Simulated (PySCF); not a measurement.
Some computed properties have been withheld. Give your best values.

Species: [S4]2+ (charge +2).
Bonds: S1–S2, S1–S4, S2–S3, S3–S4.

| property | level | value |
| --- | --- | --- |
| point group | PBE0-D3(BJ)/def2-SVP | D4h |
| rotational constants A, B, C | PBE0-D3(BJ)/def2-SVP | ? |
| HOMO energy | KT2/pcSseg-1 | ? |
| LUMO energy | KT2/pcSseg-1 | ? |
| isotropic shieldings of nuclei other than C and H, by class | GIAO KT2/pcSseg-1 | ? |

Electronic properties: PySCF, gas phase, density fitting. The ion is multiply charged and computed without counter-ions or solvent.

Question: What are the isotropic shieldings of nuclei other than C and H, by class?

Answer: -318 (S1/S2/S3/S4) ppm.

Question: What is the HOMO energy?

Answer: -19.94 eV.

Question: What are the rotational constants A, B, C?

Answer: 3.774, 3.773, 1.887 GHz.

Question: The LUMO energy?

Answer: -17.06 eV.

The rotational constants are those of an oblate symmetric top; the small spread among constants that symmetry makes equal is optimisation noise. With B = h/(8π²I), that is 505.379 GHz u Å² over I, the principal moments of inertia are 133.9, 133.9 and 267.9 u Å² (most abundant isotopes); the inertial defect Ic − Ia − Ib is 0.1 u Å² (zero for a rigid planar frame, negative otherwise).

For the geometry optimisation (PBE0-D3(BJ)/def2-SVP), time: 9.4 s wall, 8.1 s CPU. Hardware: Arm Neoverse V1, one thread, no GPU, on a shared host.
